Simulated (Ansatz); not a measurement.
# doublet MgF: levels of theory in one basis

```yaml
atoms:
  - { symbol: Mg, position_ang: [0.0000, 0.0000, -0.8845] }
  - { symbol: F, position_ang: [0.0000, 0.0000, 0.8845] }
```

Basis set: def2-SVP (spherical functions). Frozen core: 2 orbitals. Correlation on ROHF uses semicanonical orbitals with singles. Charge 0, multiplicity 2.

Computed with Ansatz (development build ahead of 0.2.0); each method stands on the lowest determinant of its kind that the runs found.

```tsv
method	E − E(ROHF) (eV)	<S²> of the determinant
ROHF	0.00	0.75
UHF	0.00	0.75
ROHF-MP2	-5.78	–
UHF-MP2	-5.78	0.75
```

Problem. What does ROHF-CCSD(T) give on the same scale?

Solution. -5.89 eV.
